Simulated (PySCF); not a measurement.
# One shape, several levels: singlet O2F+

Wanted: a comparison of 6 runs (BLYP/def2-TZVPPD, M06-L/def2-TZVPPD, PBE/def2-TZVPPD, PBE0/def2-TZVPPD, TPSS/def2-TZVPPD, r2SCAN/def2-TZVPPD) of singlet O2F+. 

Program for the calculation: PySCF 2.14.0.

1 further run of the same task is left out (set aside as unsound or not needed).

## 1. The molecule

The species is O2F+ (3 atoms), meant as a singlet with charge +1. As SMILES of the parent species, `[O]OF`. The shape is that of a PBE0-D4/def2-TZVP optimisation. That shape belongs to the parent species and isn't relaxed for this state.

Bond lengths: O1–O2 1.181 Å. A long bond or contact: O2–F3 1.573 Å.

## 2. The energy at BLYP/def2-TZVPPD (run 1)

input.py

```python
from pyscf import gto, dft

mol = gto.Mole()
mol.atom = '''
O      1.763870    -0.558301     0.911302
O      0.251844     0.940838     0.241753
F     -2.015676    -0.382537    -1.153035
'''
mol.charge = 1
mol.spin = 0
mol.max_memory = 1860
mol.basis = 'def2-tzvppd'
mol.unit = 'bohr'
mol.verbose = 3
mol.build()

mf = dft.RKS(mol)
mf.xc = 'blyp'
mf.grids.level = 5
mf.conv_tol = 1e-10
mf.kernel()
if not mf.converged:
    mf = mf.newton().run(mf.mo_coeff, mf.mo_occ)

e_tot = mf.e_tot
print('E = %.10f Eh' % e_tot)
```

Started as:

```bash
OMP_NUM_THREADS=1 python input.py
```

The program printed:

```text
converged SCF energy = -249.739988268971
E = -249.7399882690 Eh
```

It took 14 s on 1 thread of Arm Neoverse V2, shared host; peak memory 0.64 GiB.

## 3. A single-point energy at M06-L/def2-TZVPPD (run 2)

run.py

```python
from pyscf import gto, dft

system = gto.M(
    atom=[
    ('O', (0.933400, -0.295440, 0.482240)),
    ('O', (0.133270, 0.497870, 0.127930)),
    ('F', (-1.066650, -0.202430, -0.610160)),
],
    verbose=3,
    spin=0,
    charge=1,
    basis='def2-tzvppd',
    max_memory=1860,
)

mf = dft.RKS(system)
mf.xc = 'm06-l'
mf.grids.level = 5
mf.conv_tol = 1e-10
mf.kernel()
if not mf.converged:
    mf = mf.newton().run(mf.mo_coeff, mf.mo_occ)

etot = mf.e_tot
print('Final energy', etot)
```

Started as:

```bash
OMP_NUM_THREADS=1 python run.py
```

The program printed:

```text
converged SCF energy = -249.694446825655
Final energy -249.69444682565543
```

Wall time 31 s (1 thread of Arm Neoverse V2, shared host); peak memory 0.68 GiB.

Runs 3 to 5 aren't shown in full; the table further down has their settings and results.

## 4. A single-point energy at r2SCAN/def2-TZVPPD (run 6)

job.py

```python
from pyscf import gto, dft

molecule = gto.M(
    atom='''
O      1.763870    -0.558301     0.911302
O      0.251844     0.940838     0.241753
F     -2.015676    -0.382537    -1.153035
''',
    charge=1,
    max_memory=1860,
    verbose=3,
    spin=0,
    unit='bohr',
    basis='def2-tzvppd',
)

calc0 = dft.RKS(molecule)
calc0.xc = 'r2scan'
calc0.grids.level = 5
calc0.conv_tol = 1e-10
calc0.kernel()
if not calc0.converged:
    calc0 = calc0.newton().run(calc0.mo_coeff, calc0.mo_occ)

e_final = calc0.e_tot
print('E = %.10f Eh' % e_final)
```

Started as:

```bash
OMP_NUM_THREADS=1 python job.py
```

The program printed:

```text
converged SCF energy = -249.61350097233
E = -249.6135009723 Eh
```

Run time: 29 s. Hardware: 1 thread of Arm Neoverse V2, shared host; peak memory 0.68 GiB.

## 5. The series

| run | level | energy (Eh) | HOMO energy (eV) | LUMO energy (eV) | HOMO–LUMO gap (eV) | wall time |
| --- | --- | --- | --- | --- | --- | --- |
| 1 | BLYP/def2-TZVPPD | -249.739988 | -18.74 | -17.18 | 1.56 | 14 s |
| 2 | M06-L/def2-TZVPPD | -249.694447 | -19.01 | -17.09 | 1.92 | 31 s |
| 3 | PBE/def2-TZVPPD | -249.516255 | -18.74 | -17.22 | 1.52 | 14 s |
| 4 | PBE0/def2-TZVPPD | -249.449979 | -20.83 | -16.26 | 4.57 | 14 s |
| 5 | TPSS/def2-TZVPPD | -249.769127 | -18.94 | -17.18 | 1.76 | 32 s |
| 6 | r2SCAN/def2-TZVPPD | -249.613501 | -19.27 | -17.34 | 1.93 | 29 s |

## 6. Summary of results

| quantity | value |
| --- | --- |
| run 6: total energy | -249.61350 Eh |
| run 6: HOMO energy | -19.27 eV |
| run 6: LUMO energy | -17.34 eV |
| run 6: HOMO–LUMO gap | 1.93 eV |

The HOMO–LUMO gap runs from 1.52 eV (PBE/def2-TZVPPD) to 4.57 eV (PBE0/def2-TZVPPD). Totals of different functionals can't be ranked against each other. All runs together took 2.2 min, the longest 32 s.
